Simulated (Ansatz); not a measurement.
Species: singlet methylene, CH₂, charge 0, multiplicity 1. 
Coordinates optimised at B3LYP-D3(BJ)/def2-TZVP (Ansatz, a quantum-chemistry and plane-wave program):
SMILES: [CH2]
```xyz
3

C      0.0073     0.0003     0.1749
H     -0.0104     0.8611    -0.5267
H     -0.0333    -0.8629    -0.5227
```
Charge 0, spin multiplicity 1.

Property: vertical triplet-singlet gap (E(triplet) - E(singlet); each state is the SCF solution reached for its spin; for the singlet the Hartree-Fock reference is unstable and T1 is 0.009), in kcal/mol. Cores are frozen in the correlated levels unless marked. Open shells are spin-unrestricted. No spin-orbit coupling. No relativistic terms. CBS(X,Y): correlation extrapolated as X^-3; Hartree-Fock from the larger set.

CCSD(T)/CBS(aug-cc-pVTZ,aug-cc-pVQZ) (Ansatz) gives 1.7 kcal/mol.

Another calculation gave -11.1 kcal/mol. Which level was it?
A. r2SCAN/def2-TZVPD (Ansatz)
B. wB97X-V/def2-TZVPD (Ansatz)
C. B2PLYP/def2-TZVPD (Ansatz)
D. PBE0/def2-TZVPD (Ansatz)

A, r2SCAN/def2-TZVPD (Ansatz). The others give -6.3 (PBE0), -0.6 (B2PLYP), 2.6 (wB97X-V) kcal/mol.
